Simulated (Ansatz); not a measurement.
Write a Python script for the Python package of Ansatz (0.2.0) that makes the energy of protonation at one site of B2H5N, SMILES BNB. Settings (for the species named): MP2, cc-pVDZ basis, multiplicity 1.

```yaml
atoms:
  - { symbol: B, position_ang: [-0.7808, 0.5932, -0.6566] }
  - { symbol: N, position_ang: [-0.1967, 0.3592, 0.6869] }
  - { symbol: B, position_ang: [0.6213, -0.8944, 0.5329] }
  - { symbol: H, position_ang: [-1.5922, -0.0718, -1.0946] }
  - { symbol: H, position_ang: [-0.4626, 1.5445, -1.3421] }
  - { symbol: H, position_ang: [0.4667, 1.1658, 0.8756] }
  - { symbol: H, position_ang: [1.8612, -0.8237, 0.5627] }
  - { symbol: H, position_ang: [0.1752, -1.9300, 0.3793] }
```

`pa_b2h5n.py`:
```python
# -*- coding: utf-8 -*-
"""Proton affinity of B2H5N at one site."""

import warnings

import ansatz as az
from ase import Atoms
import numpy as np

config = {
    "basis": "cc-pVDZ",
    "level": "mp2",
    "net_charge": 1,
    "force_tol": 0.01,
}

warnings.simplefilter("ignore", az.DeckWarning)

atoms = Atoms(["B", "N", "B", "H", "H", "H", "H", "H"], positions=[
    [-0.7808, 0.5932, -0.6566],
    [-0.1967, 0.3592, 0.6869],
    [0.6213, -0.8944, 0.5329],
    [-1.5922, -0.0718, -1.0946],
    [-0.4626, 1.5445, -1.3421],
    [0.4667, 1.1658, 0.8756],
    [1.8612, -0.8237, 0.5627],
    [0.1752, -1.93, 0.3793],
])
b2h5n = az.Crystal.molecule_from_ase(atoms)

setup = (
    b2h5n.calculation()
    .basis(gaussian=config["basis"])
    .correlation(config["level"])  # correlation on top of the mean field
)
symbols = [site.symbol for site in b2h5n.cartesian_sites]
start = np.array([site.position_ang for site in b2h5n.cartesian_sites], dtype=float)
report = setup.relax(force_tolerance=0.01).run(threads=1, backend="cpu").report
end = np.array(report["positions_ang"])

# start the new hydrogen opposite the existing bonds
away = sum((end[1] - end[j]) / np.linalg.norm(end[1] - end[j]) for j in [0, 2, 5]) + np.array([0.15, 0.1, -0.2])
proton = end[1] + 1.0 * away / np.linalg.norm(away)
acid = az.Crystal.molecule()
for symbol, place in zip(symbols, end):
    acid = acid.atom(symbol, place.tolist())
acid = acid.atom("H", proton.tolist())
protonated = (
    acid.calculation()
    .basis(gaussian=config["basis"])  # the orbital basis, by name
    .correlation(config["level"])  # correlation on top of the mean field
    .charge(config["net_charge"])  # electrons removed from the neutral system
    .relax(force_tolerance=config["force_tol"], max_steps=80)  # relax until the tolerances are met
)
after = protonated.run(threads=1, backend="cpu").report
xyz = np.array(after["positions_ang"])
reach = np.linalg.norm(xyz[:-1] - xyz[-1], axis=1)
print(f"base {report['free_energy_ev']:.5f} eV, protonated {after['free_energy_ev']:.5f} eV")
print(f"the proton ends {reach.min():.3f} A from {symbols[reach.argmin()]}{reach.argmin()}")
print(f"electronic proton affinity {(report['free_energy_ev'] - after['free_energy_ev']):.3f} eV")
```

```console
$ python pa_b2h5n.py
base -2915.13103 eV, protonated -2922.71477 eV
the proton ends 1.036 A from N1
electronic proton affinity 7.584 eV
```

What to keep in mind:
- Total energies depend on the basis set; only differences at equal settings carry meaning.
- The proton is put on one chosen atom, which needn't be the most basic site, so the molecule's proton affinity can be higher; the ends are stationary points, not checked by frequencies, and zero-point and thermal terms count only where printed.
- Hardware and time: 23 s on 1 thread of AMD EPYC 9B14 (Zen 4), on a shared host, peak memory 0.23 GiB.

(A comment or docstring line of the script was reworded after the run, the code is as it ran.)
